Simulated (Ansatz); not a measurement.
Calculated with Ansatz (gas phase, PBE0-D4/def2-TZVP geometries, no zero-point term in ΔE). CCSD(T)/CBS adds triple-zeta CCSD(T) − MP2 to the extrapolated MP2 energy (def2 sets, frozen cores). This one scheme is used for every species. Functionals use def2-TZVPP. Triplets are unrestricted, without spin–orbit coupling. Each species was taken in one conformer, which may not be the lowest.

Consider the formal loss of a carbene: `FCC1CO1` → `FC1CO1` + `[CH2]` (triplet).

| level | ΔE (kcal/mol) |
| --- | --- |
| LDA (SPW92) | 115.3 |
| PBE0-D4 | 98.4 |
| r2SCANh-D4 | 92.9 |
| r2SCAN0-D4 | 92.6 |
| PBE-QIDH | 98.4 |
| LC-ωPBE | 96.3 |
| CCSD/def2-TZVPP | 94.7 |
| MP2/def2-QZVPP | 101.6 |

(1) What does CCSD(T)/CBS give? (Best estimate.)

Largest T1 diagnostic among the species: 0.012.

Answers

(1) The calculation gave: +100.1 kcal/mol. The listed levels differ from it by 15.2, -1.7, -7.2, -7.5, -1.7, -3.8, -5.4, 1.5 kcal/mol.

At CCSD(T), def2-SVP lies −5.4 kcal/mol from the extrapolated value and def2-TZVPP −2.9 kcal/mol. In def2-TZVPP, CCSD(T) changes the Hartree–Fock value by +31.3 kcal/mol (the triples alone add +2.4 kcal/mol) and MP2 by +34.2 kcal/mol.
